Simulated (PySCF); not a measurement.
Rock-salt MgO: correlation energy from several methods in one and the same small orbital space (PySCF; 2 atoms at the zone centre, 8 electrons in 13 orbitals, empty ones MP2 natural orbitals of a DZ basis, lattice constant set to 4.207 Å). It tests the methods against each other and lies far from the crystal's limit.

| method | E_corr (eV per atom) | share of full CI (%) | error (meV) |
|---|---|---|---|
| MP2 | -2.1984 | 87.8 | 304 |
| CCSD | -2.4813 | 99.1 | 21 |
| CCSD(T) | -2.4938 | 99.6 | 9 |
| CCSDT | -2.4968 | 99.8 | 6 |
| CCSDT(Q) | -2.5022 | 100.0 | 0 |
| CCSDTQ | -2.5025 | 100.0 | 0 |
| full CI | -2.5026 | 100.0 | 0 |

The Hartree–Fock determinant has a weight of 0.94 in the full CI state.

MP2, (T) and (Q) use filled levels shifted down by the Madelung term, which in so small a cell is a large part of the gap, so these rows hang on it.
